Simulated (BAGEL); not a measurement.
**HF/def2-SVPD (density fitting with qzvpp-jkfit) run of BH5S (SMILES [BH3-][SH2+])**

What is the vertical ionisation energy of BH5S at HF/def2-SVPD (density fitting with qzvpp-jkfit)? 

The results are computed with BAGEL 1.2.2.

2 further runs of the same task are left out: 2 that didn't finish.

### Step 1. The molecule

The species is BH5S (7 atoms), meant as a singlet with charge 0. SMILES: `[BH3-][SH2+]`. Geometry: relaxed at PBE0-D4/def2-TZVP.

Bond lengths: B1–S2 1.975 Å, B1–H3 1.207 Å, B1–H4 1.203 Å, B1–H5 1.207 Å, S2–H6 1.346 Å, S2–H7 1.346 Å. Angles: B1–S2–H6 103.7°, B1–S2–H7 103.7°, S2–B1–H3 100.3°, S2–B1–H4 107.0°, S2–B1–H5 100.3°, H6–S2–H7 92.5°, H3–B1–H4 116.2°, H3–B1–H5 113.7°, H4–B1–H5 116.2°.

### Step 2. The energy at HF/def2-SVPD (density fitting with qzvpp-jkfit)

input.json reads:

```json
{ "bagel" : [

{
  "title" : "molecule",
  "basis" : "def2-svpd.json",
  "df_basis" : "qzvpp-jkfit",
  "angstrom" : true,
  "geometry" : [
    { "atom" : "B", "xyz" : [      -0.525600,      -0.461500,      -0.504300 ] },
    { "atom" : "S", "xyz" : [       0.568600,       0.977600,       0.290900 ] },
    { "atom" : "H", "xyz" : [      -1.623200,       0.036400,      -0.431500 ] },
    { "atom" : "H", "xyz" : [      -0.344400,      -1.447600,       0.159700 ] },
    { "atom" : "H", "xyz" : [      -0.075400,      -0.482100,      -1.624500 ] },
    { "atom" : "H", "xyz" : [       0.286000,       0.903800,       1.604900 ] },
    { "atom" : "H", "xyz" : [       1.775400,       0.405500,       0.458900 ] }
  ]
},

{
  "title" : "hf"
},

{
  "title" : "print",
  "file" : "orbitals.molden",
  "orbitals" : true
}

]}
```

The basis set def2-SVPD is read from a file made from the Basis Set Exchange's data (not shown).

Launch:

```sh
BAGEL_NUM_THREADS=1 BAGEL input.json > input.out
```

Standard output:

```text
* using 1 threads per process

  ===============================================================
  ===============================================================

  *** Geometry ***

  { "atom" : "B", "xyz" : [     -0.993240,     -0.872109,     -0.952989 ] },
  { "atom" : "S", "xyz" : [      1.074498,      1.847396,      0.549721 ] },
  { "atom" : "H", "xyz" : [     -3.067403,      0.068786,     -0.815417 ] },
  { "atom" : "H", "xyz" : [     -0.650822,     -2.735568,      0.301789 ] },
  { "atom" : "H", "xyz" : [     -0.142485,     -0.911037,     -3.069860 ] },
  { "atom" : "H", "xyz" : [      0.540462,      1.707934,      3.032821 ] },
  { "atom" : "H", "xyz" : [      3.355020,      0.766284,      0.867195 ] },

  Number of auxiliary basis functions:      293

  Since a DF basis is specified, we compute 2- and 3-index integrals:
    o Being stored without compression. Storage requirement is 0.018 GB

  Number of basis functions:       87
  Number of electrons      :       26

    * METHOD: MOLECULE                             0.09

  *** RHF ***

  === Nuclear Repulsion ===
    54.7452153616

      * DIIS with orbital gradients will be used.

  === RHF iteration (def2-svpd.json) ===
      0       -424.85501109          0.01477174           0.03
      1       -424.93634432          0.00520797           0.03
      2       -424.94538452          0.00142333           0.02
      3       -424.94649251          0.00023602           0.02
      4       -424.94652842          0.00006015           0.02
      5       -424.94653097          0.00001113           0.03
      6       -424.94653104          0.00000248           0.02
      7       -424.94653105          0.00000073           0.02
      8       -424.94653105          0.00000021           0.02
      9       -424.94653105          0.00000006           0.02
     10       -424.94653105          0.00000002           0.03
     11       -424.94653105          0.00000001           0.02
    * SCF iteration converged.

    * Permanent dipole moment:
           (   -0.995583,    -0.748465,    -0.967480) a.u.

    * METHOD: HF                                   0.45

    * METHOD: PRINT                                0.02

  ===============================================================
```

It took 0.71 s on 1 thread of Arm Neoverse V1, shared host.

### Step 3. The doublet cation, same level

job.json reads:

```json
{ "bagel" : [

{
  "title" : "molecule",
  "basis" : "def2-svpd.json",
  "df_basis" : "qzvpp-jkfit",
  "angstrom" : "true",
  "geometry" : [
    { "atom" : "B", "xyz" : [      -0.525600,      -0.461500,      -0.504300 ] },
    { "atom" : "S", "xyz" : [       0.568600,       0.977600,       0.290900 ] },
    { "atom" : "H", "xyz" : [      -1.623200,       0.036400,      -0.431500 ] },
    { "atom" : "H", "xyz" : [      -0.344400,      -1.447600,       0.159700 ] },
    { "atom" : "H", "xyz" : [      -0.075400,      -0.482100,      -1.624500 ] },
    { "atom" : "H", "xyz" : [       0.286000,       0.903800,       1.604900 ] },
    { "atom" : "H", "xyz" : [       1.775400,       0.405500,       0.458900 ] }
  ]
},

{ "title" : "uhf", "charge" : 1, "nopen" : 1 },

{ "title" : "print", "file" : "orbitals.molden", "orbitals" : "true" }

]}
```

The basis set def2-SVPD is read from a file made from the Basis Set Exchange's data (not shown).

Launch:

```sh
BAGEL_NUM_THREADS=1 BAGEL job.json > job.out
```

Standard output:

```text
* using 1 threads per process

  ===============================================================
  ===============================================================

  *** Geometry ***

  { "atom" : "B", "xyz" : [     -0.993240,     -0.872109,     -0.952989 ] },
  { "atom" : "S", "xyz" : [      1.074498,      1.847396,      0.549721 ] },
  { "atom" : "H", "xyz" : [     -3.067403,      0.068786,     -0.815417 ] },
  { "atom" : "H", "xyz" : [     -0.650822,     -2.735568,      0.301789 ] },
  { "atom" : "H", "xyz" : [     -0.142485,     -0.911037,     -3.069860 ] },
  { "atom" : "H", "xyz" : [      0.540462,      1.707934,      3.032821 ] },
  { "atom" : "H", "xyz" : [      3.355020,      0.766284,      0.867195 ] },

  Number of auxiliary basis functions:      293

  Since a DF basis is specified, we compute 2- and 3-index integrals:
    o Being stored without compression. Storage requirement is 0.018 GB

  Number of basis functions:       87
  Number of electrons      :       26

    * METHOD: MOLECULE                             0.09

  *** Open-shell HF ***

  === Nuclear Repulsion ===
    54.7452153616

      * DIIS with orbital gradients will be used.

  === UHF iteration (def2-svpd.json) ===
      0       -424.45633271          0.02706603           0.05
      1       -424.53991795          0.01004949           0.05
      2       -424.55364681          0.00417279           0.05
      3       -424.55772263          0.00232050           0.05
      4       -424.56061877          0.00156108           0.05
      5       -424.56299180          0.00099079           0.05
      6       -424.56425836          0.00052337           0.05
      7       -424.56450020          0.00047930           0.05
      8       -424.56476785          0.00040578           0.05
      9       -424.56528163          0.00028799           0.05
     10       -424.56543127          0.00015018           0.05
     11       -424.56546618          0.00009852           0.05
     12       -424.56547940          0.00004019           0.05
     13       -424.56548065          0.00000891           0.05
     14       -424.56548090          0.00000351           0.05
     15       -424.56548099          0.00000159           0.05
     16       -424.56548101          0.00000070           0.05
     17       -424.56548102          0.00000042           0.05
     18       -424.56548102          0.00000029           0.05
     19       -424.56548102          0.00000016           0.05
     20       -424.56548102          0.00000012           0.05
     21       -424.56548102          0.00000010           0.05
     22       -424.56548102          0.00000008           0.05
     23       -424.56548102          0.00000006           0.05
     24       -424.56548102          0.00000004           0.04
     25       -424.56548102          0.00000003           0.05
     26       -424.56548102          0.00000002           0.05
     27       -424.56548102          0.00000002           0.05
     28       -424.56548102          0.00000001           0.05
     29       -424.56548102          0.00000000           0.05
    * SCF iteration converged.

    * S^2 (UHF) is 0.7637

    * Permanent dipole moment:
           (   -0.179242,     0.874305,    -0.613007) a.u.

    * METHOD: UHF                                  1.52

    * METHOD: PRINT                                0.02

  ===============================================================
```

Wall time 1.8 s (1 thread of Arm Neoverse V1, shared host).

### Step 4. Outcome

Level: HF/def2-SVPD (density fitting with qzvpp-jkfit).

```
                                          quantity          value
                        singlet BH5S: total energy  -424.94653 Eh
                       singlet BH5S: dipole moment         4.01 D
                         singlet BH5S: HOMO energy      -11.66 eV
                         singlet BH5S: LUMO energy        1.53 eV
                       singlet BH5S: HOMO–LUMO gap       13.19 eV
                      doublet cation: total energy  -424.56548 Eh
                              doublet cation: ⟨S²⟩          0.764
vertical ionisation energy (to the doublet cation)      10.369 eV
```

**Reading.** Removing an electron at fixed nuclei costs 10.37 eV (239 kcal/mol). −ε(HOMO) before ionisation, 11.66 eV, is 1.30 eV above this ionisation energy.
